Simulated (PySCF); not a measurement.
Bonds broken one at a time in the series Ga SiH3-H. All species are isolated molecules in the gas phase. Strings in code marks are SMILES.

The numbers are results of r2SCAN-D4/def2-TZVP (PySCF), not measurements. 

```
species                                      HOMO–LUMO gap (eV)  dipole moment (D)  LUMO (eV)
-------------------------------------------  ------------------  -----------------  ---------
whole molecule (`[SiH3][Ga]([SiH3])[SiH3]`)                3.27               0.03      -3.26
radical fragment (`[SiH3]`)                                   –               0.05          –
whole molecule (`[SiH3][GaH][SiH3]`)                        ___               0.17      -3.02
whole molecule (`[SiH3][GaH2]`)                             ___               0.10      -2.71
radical fragment (`[GaH2]`)                                   –               0.25          –
whole molecule (`[GaH3]`)                                  5.38                ___      -2.30
```

Question: Fill in the missing entries.

Answer: 
- whole molecule (`[SiH3][GaH][SiH3]`), HOMO–LUMO gap (eV): 3.50
- whole molecule (`[SiH3][GaH2]`), HOMO–LUMO gap (eV): 4.14
- whole molecule (`[GaH3]`), dipole moment (D): 0.00
